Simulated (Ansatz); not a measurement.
Basis-set extrapolation for CH₃O₃S, SMILES `[CH2]S(=O)(=O)O` radical (PBE0-D4/def2-TZVP geometry, frozen core, Ansatz). Multiplicity 2, UHF reference.

```json
{"": "HF", "def2-TZVPP": "-661.789574", "def2-QZVPP": "-661.816132"}
{"": "MP2 correlation", "def2-TZVPP": "-1.037680", "def2-QZVPP": "-1.124310"}
{"": "CCSD(T) correlation", "def2-TZVPP": "-1.095471", "def2-QZVPP": "not run"}
```

Energies in hartree. Use E(X) = E(∞) + A·exp(−7.88·√X) for Hartree–Fock and E(X) = E(∞) + B·X^(−2.97) for correlation, with X = 3 and 4, and add CCSD(T) minus MP2 of the smaller set to the MP2 limit.

Task: What is the CCSD(T) energy at the basis-set limit?

Result: HF limit: -661.816132 + (-0.026558) × 0.13774 = -661.81979. MP2 limit: -1.124310 + (-0.086630) × 0.74074 = -1.18848. Higher-order term: -1.095471 − (-1.037680) = -0.05779. Total: -663.06606 hartree, 475.3 kJ/mol below CCSD(T)/def2-TZVPP.
